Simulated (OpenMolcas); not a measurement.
# Converging the integration grid for BH (SMILES [BH])

The species is BH (2 atoms), meant as a singlet with charge 0. SMILES: `[BH]`. The bond length is the measured one.

```xyz
2

B     0.0000    0.0000    0.0000
H     0.0000    0.0000    1.2324
```

Program: OpenMolcas 26.06. Method: B3PW91/ANO-S-VDZP. Swept: integration grid. Watched: the largest force on an atom. Each run: gradient. Hardware: 1 thread of Arm Neoverse V1, shared host.

The last row is the best point of the sweep, not the limit.

Task: The candidates, from coarse to fine: Coarse; SG1Grid; Fine; UltraFine. Estimate which is the coarsest that holds the largest force on an atom within 0.01 eV/Å of the last.

Result: SG1Grid: it is 0.00311 eV/Å off and takes 2.3 s, against 3.6 s for UltraFine.

```
integration grid  value (eV/Å)  from the best (eV/Å)  wall time
          Coarse       0.49153              -0.01750      2.3 s
         SG1Grid       0.50591              -0.00311      2.3 s
            Fine       0.50822              -0.00081      2.5 s
       UltraFine       0.50903               0.00000      3.6 s
```
